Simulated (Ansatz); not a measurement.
Mulliken charges of `C[SiH2][AlH2]` from ωB97M-V/def2-TZVPP in Ansatz (PBE0-D4/def2-TZVP geometry).

| atom | x (Å) | y (Å) | z (Å) | charge (e) |
| --- | --- | --- | --- | --- |
| C1 | -1.221 | 0.707 | -0.748 | -0.465 |
| Si2 | -0.100 | -0.747 | -0.306 | 0.042 |
| Al3 | 1.679 | -0.116 | 1.274 | 0.355 |
| H4 | -1.996 | 0.390 | -1.450 | 0.127 |
| H5 | -0.652 | 1.514 | -1.214 | 0.122 |
| H6 | -1.714 | 1.108 | 0.141 | 0.122 |
| H7 | 0.493 | -1.292 | -1.565 | -0.037 |
| H8 | -0.941 | -1.841 | 0.267 | -0.037 |
| H9 | 1.453 | -0.204 | 2.847 | -0.115 |
| H10 | 3.082 | 0.430 | 0.757 | -0.115 |

Problem. By hand: the dipole of these point charges (1 e Å = 4.8032 D).

Solution. Σ q r = (0.113, 0.058, 0.106) e Å, of length 0.165 e Å = 0.79 D.

Problem. How does the dipole of the full density compare? (Estimate.)

Solution. Computed: (-0.096, 0.105, -0.043) e Å, 0.71 D; the point charges give 1.11 times that, at 112° from its direction.

Point charges leave out the atoms' own dipoles, such as those of lone pairs, and Mulliken's split depends on the basis, so the two needn't agree.
